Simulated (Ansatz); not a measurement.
A calculation with Ansatz (development build ahead of 0.2.0).

```yaml
crystal:
  periodic: [false, false, false]
  atoms:
    - { symbol: Mg, position_ang: [0.0, 0.0, 0.0] }
    - { symbol: S, position_ang: [0.0, 0.0, 6.42] }
basis:
  gaussian: { orbitals: def2-SVP }
magnetization:
  spin_polarized: true
hamiltonian:
  xc: pbe0
output:
  forces: true
```

The input is written out in the form of the current development build from the run's settings.

Output:

```json
{
  "Converged": "yes",
  "Total energy": "-597.71180 hartree",
  "Spin squared of the determinant": "1.008",
  "Stability test": "minimum"
}
```

Forces (eV/Å):
```tsv
atom	Fx	Fy	Fz
Mg1	0.000	0.000	0.010
S2	0.000	0.000	-0.010
```

Caution: charge can spread falsely over distant fragments; another spin multiplicity may lie lower; the unrestricted determinant is a mixture of spin states.
